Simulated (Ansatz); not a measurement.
AlPO₄ (P3₂21, No. 154) was calculated with LDA (PAW; Ansatz, a first-principles code).

Run with plane-wave cutoff 520 eV, 6×6×4 k mesh (along the axes of the cell as run), scalar-relativistic PAW data made under PBE.

Cell (relaxed at this level):

```
AlO4P
1.0
    4.88362     0.00000     0.00000
   -2.44181     4.22934     0.00000
    0.00000     0.00000    10.84593
Al P O
3 3 12
Direct
  0.46131   0.00000   0.16667
  0.00000   0.46131   0.83333
  0.53869   0.53869   0.50000
  0.46038   0.00000   0.66667
  0.00000   0.46038   0.33333
  0.53962   0.53962   0.00000
  0.41494   0.30135   0.10582
  0.30135   0.41494   0.89418
  0.69865   0.11360   0.77248
  0.58506   0.88640   0.56085
  0.88640   0.58506   0.43915
  0.11360   0.69865   0.22752
  0.41084   0.26660   0.61983
  0.26660   0.41084   0.38017
  0.73340   0.14424   0.28650
  0.58916   0.85576   0.04684
  0.85576   0.58916   0.95316
  0.14424   0.73340   0.71350
```

Q: Estimate the Voigt–Reuss–Hill bulk modulus, polycrystal shear modulus (Hill average), Young modulus and Poisson ratio that the calculation returns.

A: 
- Voigt–Reuss–Hill bulk modulus = 30.6 GPa
- polycrystal shear modulus (Hill average) = 28.6 GPa
- Young modulus = 65.5 GPa
- Poisson ratio = 0.143

Note: the relaxation could not lower the start's symmetry, so the cell can be a saddle point above a distorted one.

Elastic constants are with the ions relaxed.

It cost very roughly 80 core-minutes of CPU time.
